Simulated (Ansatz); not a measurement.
# CO₂, singlet: CASSCF and its corrections

Program: Ansatz, Gaussian basis, development build. Basis aug-cc-pVTZ, nonrelativistic, 3 orbitals frozen in the corrections. State-specific CASSCF; RHF is the lowest restricted (open-shell) Hartree–Fock solution met. No symmetry is imposed, so a solution can break that of the shape. The lowest solution met needn't be the lowest there is, nor hold the orbitals that a chemist would pick. The orbital stability of a CASSCF solution shown is undecided.

Geometry:

```xyz
3

C     0.0000    0.0000    0.0000
O     0.0000    0.0000    1.1620
O     0.0000    0.0000   -1.1620
```

Problem. What do CASSCF and its corrections give against RHF in CAS(8,6), and what are the occupations?

Solution. CASSCF -2.169 eV, SC-NEVPT2 -16.268 eV; occupations 1.98, 1.98, 1.96, 1.96, 0.06, 0.06.

Problem. Roughly how much CPU time does a whole run from the default start take (median of such runs, summed over threads; nearly all runs on one pinned thread of a shared server, mostly Xeon at 2.3 to 2.6 GHz, by a development driver)?

Solution. CAS(8,6): about 12 s. Other jobs ran beside these, and the count of passes differs.
